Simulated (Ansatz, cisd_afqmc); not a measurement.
Species: NH3, charge 0, singlet. NH3 (azane, SMILES N).
B3LYP-D3(BJ)/def2-TZVP minimum from Ansatz (a quantum-chemistry and plane-wave program):
```xyz
4

N      0.0022    -0.0038     0.1116
H     -0.0020     0.9512    -0.2281
H      0.8095    -0.4644    -0.2929
H     -0.8232    -0.4600    -0.2599
```
Charge 0, spin multiplicity 1.

Total energies in cc-pVDZ, 8 correlated electrons, 1 frozen orbitals. Radicals and triplets start from unrestricted determinants; spin-orbit coupling is neglected. Correlated methods leave the cores frozen. No relativity. AFQMC/CISD: phaseless, guided by CISD from CCSD amplitudes; bars are statistical, one sigma. Outlying blocks are dropped, and bars are widened where a walk drifts. Over all cases where full CI ran beside it in this data, AFQMC minus full CI had a median of +0.1 mEh and passed +0.4 mEh in a tenth of the cases.

```
method         program        energy (Eh)  minus CCSDTQ (mEh)
----------  ----------  -----------------  ------------------
HF              Ansatz          -56.19547              206.94
MP2             Ansatz          -56.38179               20.61
CCSD            Ansatz          -56.39804                4.37
CCSD(T)         Ansatz          -56.40182                0.59
CCSDT(Q)        Ansatz          -56.40242               -0.02
CCSDTQ          Ansatz          -56.40241                0.00
AFQMC/CISD  cisd_afqmc  -56.4029 ± 0.0004          -0.5 ± 0.4
```

Rough core times of Ansatz's runs on a shared machine: CCSD(T) under 20 s, CCSDT(Q) under 20 s, CCSDTQ 30 s.
